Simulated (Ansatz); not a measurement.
Rock-salt MgS, treated with PBE (Ansatz, a first-principles code, PAW).

Settings: plane-wave cutoff 520 eV, 12×12×12 k mesh, Fermi–Dirac smearing 0.01 eV, scalar-relativistic PAW data made under PBE.

Computed at the level's own relaxed cell.

```xyz
2
Lattice="0.0000 2.6148 2.6148 2.6148 0.0000 2.6148 2.6148 2.6148 0.0000" Properties=species:S:1:pos:R:3 pbc="T T T"
Mg     0.0000     0.0000     0.0000
S      2.6148     2.6148     2.6148
```

### Question
List the 5 lowest band energies at Γ above −25 eV (eV, relative to the valence band maximum), grouping those that round alike.

### Answer
At Γ: -12.58, 0.00 (×3), 3.60.

Note: the run warned that its SCF threshold was loose for the stress.
